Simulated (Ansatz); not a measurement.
Relaxed structures of NaSiNH3, doublet (PBE0-D4/def2-TZVP; forces vanish, vibrations not checked; lower isomers may exist, and structures with a doubtful reference or unclear bonds are left out; Å). Ansatz 0.2.0; basis: def2-TZVPP; cores frozen in the correlated methods; orbitals are unrestricted. The outer core shell of Li, Na, Mg and K is correlated. The def2 sets are not built for correlating such inner shells, so the correlated values are less sure here.

(1) Rank them by CCSD(T) energy, lowest first, and give each one's height above the lowest. Links in brackets join atoms within 1.22 times the sum of their covalent radii (1.1 for two metals). (An estimate is asked for; the value comes from the calculation.)
A.
NaSiNH₃ ([H]1[Na]2[NH][SiH]12)
```
6
angstrom
N -0.1682 -0.8286 -0.5191
Si 0.2090 0.8023 -0.3338
Na 0.6983 -1.5106 1.3074
H -0.7088 -1.0877 -1.3326
H -0.9199 1.8010 -0.1754
H 0.8897 0.8236 1.0535
```
B.
NaSiNH₃ ([NH]1[Na][SiH2]1)
```
6
angstrom
N -0.5335 -0.8177 -0.0390
Si 0.2258 0.6854 0.0281
Na 1.2987 -1.9110 0.4896
H -0.9960 -1.0114 -0.9222
H -0.1628 1.7537 -0.9531
H 0.1679 1.3010 1.3966
```
C.
NaSiNH₃ ([NH2][SiH][Na])
```
6
angstrom
N -0.1256 0.8910 0.0588
Si -0.4750 -0.8030 0.0722
Na 1.6086 -2.6730 0.6046
H -0.9921 -0.9142 -1.3526
H -0.3018 1.5065 -0.7172
H 0.2450 1.3754 0.8584
```

T1 diagnostic: at most 0.025. ⟨S²⟩ of the unrestricted Hartree–Fock references: 0.77 to 0.83 (a pure state has 0.75). The unrestricted reference is spin-contaminated, which hurts MP2 most.

Results:

(1) By the calculation: A (0.00 kcal/mol), C (0.82 kcal/mol), B (2.71 kcal/mol). Heights count from the lowest.

For scale, one of the runs: CCSD(T)/def2-TZVPP, 147 basis functions, launched by `ansatz run in.yaml --threads 2 --pin off --events-out ev --progress --plain --max-ram 4352MiB`. The run took 81 s on 2 CPU threads of an Arm Neoverse V2 (shared host), with 2.2 GiB of host memory at its peak.
